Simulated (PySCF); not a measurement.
**Solvent effects on NMR parameters**

Atoms are numbered as in `[Cl:1][c:2]1[cH:3][p:4][cH:5][o:6]1`. Each H is labelled by its parent atom.

GIAO PBE0/pcSseg-1 in PySCF on one PBE0-D3(BJ)/def2-SVP conformer, non-relativistic, equivalent nuclei averaged. Solvents enter as an IEF-PCM continuum (acetonitrile with ε = 35.7, dimethylsulfoxide with ε = 46.8) around the gas-phase geometry. Shifts are referred to TMS computed in the same medium.

Gas phase, δ in ppm: C5 187.1, C2 152.8, C3 125.6, H(C5) 8.59, H(C3) 6.86. Dipole moment 0.24 D.

(1) How does each δ change in the continuum?

(2) Which of the listed nuclei move most (in ppm), and what does the model miss? (N and O are left out, as their reference compounds move with the solvent too.)

Answers

(1) 
| atoms | environment | Δδ, acetonitrile | Δδ, dimethylsulfoxide |
| --- | --- | --- | --- |
| C5 | aromatic CH next to the ring oxygen | +4.6 | +4.6 |
| C2 | aromatic carbon bearing chlorine | +0.1 | +0.1 |
| C3 | aromatic CH | +2.0 | +2.0 |
| H(C5) | hydrogen on an aromatic CH next to the ring oxygen | +0.31 | +0.31 |
| H(C3) | hydrogen on an aromatic CH | +0.33 | +0.33 |

Changes are relative to the gas phase. The dipole moment becomes 0.33 D in acetonitrile, 0.33 D in dimethylsulfoxide.

(2) C5 (aromatic CH next to the ring oxygen, +4.6 ppm) in dimethylsulfoxide. A continuum only polarises the solute; specific hydrogen bonds, the anisotropy of aromatic solvents and changes of geometry or conformer are outside it.
